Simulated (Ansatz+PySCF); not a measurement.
**Stretching doublet OH**

The O–H distance is varied.

Basis set: 6-31G (spherical functions). Frozen core: 1 orbital. Correlation on ROHF uses semicanonical orbitals with singles. Charge 0, multiplicity 2.

Computed with Ansatz (development build ahead of 0.2.0), each point on the determinant that the search for low states chose. Each curve is measured from its own lowest point listed.

```json
{"r(O–H) (Å)": "0.879", "UHF (eV)": "0.244", "UHF-MP2 (eV)": "0.359", "UHF-CCSD (eV)": "0.378"}
{"r(O–H) (Å)": "0.976", "UHF (eV)": "0.000", "UHF-MP2 (eV)": "0.000", "UHF-CCSD (eV)": "0.000"}
{"r(O–H) (Å)": "1.074", "UHF (eV)": "0.228", "UHF-MP2 (eV)": "0.122", "UHF-CCSD (eV)": "0.093"}
{"r(O–H) (Å)": "1.172", "UHF (eV)": "0.678", "UHF-MP2 (eV)": "0.493", "UHF-CCSD (eV)": "0.411"}
{"r(O–H) (Å)": "1.269", "UHF (eV)": "1.193", "UHF-MP2 (eV)": "1.066", "UHF-CCSD (eV)": "0.822"}
{"r(O–H) (Å)": "1.367", "UHF (eV)": "1.613", "UHF-MP2 (eV)": "1.792", "UHF-CCSD (eV)": "1.253"}
{"r(O–H) (Å)": "1.513", "UHF (eV)": "1.975", "UHF-MP2 (eV)": "2.549", "UHF-CCSD (eV)": "1.861"}
{"r(O–H) (Å)": "1.611", "UHF (eV)": "2.100", "UHF-MP2 (eV)": "2.834", "UHF-CCSD (eV)": "2.215"}
{"r(O–H) (Å)": "1.709", "UHF (eV)": "2.175", "UHF-MP2 (eV)": "3.013", "UHF-CCSD (eV)": "2.518"}
{"r(O–H) (Å)": "1.806", "UHF (eV)": "2.220", "UHF-MP2 (eV)": "3.127", "UHF-CCSD (eV)": "2.765"}
{"r(O–H) (Å)": "1.904", "UHF (eV)": "2.247", "UHF-MP2 (eV)": "3.201", "UHF-CCSD (eV)": "2.958"}
{"r(O–H) (Å)": "2.002", "UHF (eV)": "2.265", "UHF-MP2 (eV)": "3.249", "UHF-CCSD (eV)": "3.102"}
```

(1) Give the ROHF-MP2 curve at the same distances.

## Answers

(1)

```json
{"r (Å)": "0.879", "E (eV)": "0.359"}
{"r (Å)": "0.976", "E (eV)": "0.000"}
{"r (Å)": "1.074", "E (eV)": "0.120"}
{"r (Å)": "1.172", "E (eV)": "0.476"}
{"r (Å)": "1.269", "E (eV)": "0.938"}
{"r (Å)": "1.367", "E (eV)": "1.436"}
{"r (Å)": "1.513", "E (eV)": "2.178"}
{"r (Å)": "1.611", "E (eV)": "2.643"}
{"r (Å)": "1.709", "E (eV)": "3.077"}
{"r (Å)": "1.806", "E (eV)": "3.473"}
{"r (Å)": "1.904", "E (eV)": "3.829"}
{"r (Å)": "2.002", "E (eV)": "4.143"}
```

Caution for UHF at some points, UHF-MP2 at some points, UHF-CCSD at some points: the unrestricted determinant is a mixture of spin states. Caution for ROHF-MP2 at some points, UHF-MP2 at some points, UHF-CCSD at some points: bonds are stretched, where a single reference can fail; large amplitudes, a single reference is doubtful. Caution for ROHF-MP2 at some points: an unrestricted determinant lies well below; a plain start can end on a higher determinant. Caution for UHF-MP2 at some points: another reference gives a lower total.
